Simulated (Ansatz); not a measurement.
# H3Si: the cost of one run

Method: def2-QZVPP, core rule «outside noble gas», up to 5 orbitals frozen; program: Ansatz 0.2.0, Gaussian basis.

To be run: UHF; ROHF; CCSD(T) on UHF.

2 further runs of the same task are left out: 2 set aside as unsound or not needed.

## Step 1: What is computed

The geometry is a PBE0/def2-TZVP stationary point (not a proven minimum) of the parent state, kept for this charge and spin.

4 atoms, charge 0, spin multiplicity 4.

Atoms are counted from 1 here; the program's logs count them from 0.

Bond lengths: Si1–H2 1.486 Å, Si1–H3 1.486 Å, Si1–H4 1.486 Å. Angles: H2–Si1–H3 111.3°, H2–Si1–H4 111.3°, H3–Si1–H4 111.3°.

Geometry (Å):

| atom | x (Å) | y (Å) | z (Å) |
| --- | --- | --- | --- |
| Si1 | 0.00009 | -0.00006 | -0.04374 |
| H2 | 1.41535 | 0.01459 | 0.40912 |
| H3 | -0.72106 | 1.22002 | 0.40303 |
| H4 | -0.69679 | -1.23288 | 0.40656 |

## Step 2: UHF

File in.yaml:

```yaml
crystal:
  periodic: [false, false, false]
  atoms:
    - {symbol: Si, position_ang: [0.000090, -0.000062, -0.043737]}
    - {symbol: H, position_ang: [1.415348, 0.014593, 0.409118]}
    - {symbol: H, position_ang: [-0.721058, 1.220018, 0.403029]}
    - {symbol: H, position_ang: [-0.696788, -1.232882, 0.406559]}
basis:
  gaussian: {orbitals: "def2-QZVPP.json"}
magnetization: {spin_polarized: true, initial_magnetization: 3}
hamiltonian: {xc: hf}
output: {orbitals: {seedname: orbitals}}
```

Run with:

```console
$ ansatz run in.yaml --threads 1 --pin off --events-out ev --progress --plain --max-ram 4096MiB --backend cpu
```

**Question.** How long does this run take on 1 thread of AMD EPYC 7R13, shared host, and how much memory does it need?

About 18 s, with a peak of 0.27 GiB.
